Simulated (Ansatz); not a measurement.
**BH+ (doublet): the correlation ladder, cc-pVQZ**

The task here is to estimate one member of a computed series from the others.

Method: cc-pVQZ, core rule «outside noble gas», up to 1 orbitals frozen; program: Ansatz 0.2.0, Gaussian basis.

The runs, in order: UHF; CCSD(T) on ROHF; CCSD(T) on UHF; BCCD(T) on ROHF; CCSDT on ROHF; CCSDT on UHF; CASSCF and MRCISD+Q, 3 electrons in 5 orbitals; CASSCF and NEVPT2, 3 electrons in 5 orbitals; Full CI.

8 further runs of the same task are left out: 8 set aside as unsound or not needed.

## The geometry

The geometry is a PBE0/def2-TZVP stationary point (not a proven minimum) of the parent state, kept for this charge and spin.

2 atoms, charge 1, spin multiplicity 2.

Atoms are counted from 1 here; the program's logs count them from 0.

Bond lengths: B1–H2 1.241 Å.

The first run:

Input file in.yaml:

```yaml
crystal:
  periodic: [false, false, false]
  atoms:
    - {symbol: B, position_ang: [0.000000, 0.000000, 0.000000]}
    - {symbol: H, position_ang: [0.000000, 0.000000, 1.241044]}
basis:
  gaussian: {orbitals: cc-pVQZ}
total_charge: 1
magnetization: {spin_polarized: true, initial_magnetization: 1}
hamiltonian: {xc: hf}
output: {orbitals: {seedname: orbitals}}
```

Command:

```console
> ansatz run in.yaml --threads 1 --pin off --events-out ev --progress --plain --max-ram 2393MiB
```

Steps of the session up to this table: UHF; CCSD(T) on ROHF; CCSD(T) on UHF; BCCD(T) on ROHF; CCSDT on ROHF; CCSDT on UHF; CASSCF and MRCISD+Q, 3 electrons in 5 orbitals; CASSCF and NEVPT2, 3 electrons in 5 orbitals; Full CI.

One of the session's tables, all rows but one given; the rest of the session is left out.

It belongs to the step «Misses and costs». 

| method | from FCI (kJ/mol) |
| --- | --- |
| ROHF | +148.0 |
| UHF | +144.0 |
| RMP2 | +37.5 |
| UMP2 | +36.2 |
| RCCSD | +3.2 |
| UCCSD | +2.8 |
| RCCSD(T) | +0.8 |
| UCCSD(T) | +0.7 |
| BCCD(T) | +0.7 |
| RCCSDT | 0.0 |
| UCCSDT | 0.0 |
| CASSCF valence | ? |
| NEVPT2 valence | +20.3 |
| MRCISD valence | +6.1 |
| MRCISD+Q valence | +5.5 |
| FCI | 0 |

**Question.** Estimate the row for CASSCF valence.

The run gave: from FCI (kJ/mol): +60.6. In the column «from FCI (kJ/mol)» it lies between RMP2 (+37.5) and UHF (+144.0).

Caveats from the session: Levels on UHF freeze UHF's core orbitals, full CI those of ROHF, so the U rows can settle a little off it for that reason alone. Restricted and unrestricted rows rest on different reference determinants; where their highest levels disagree by more than a few hundredths of an eV, they describe different states and don't form one ladder.
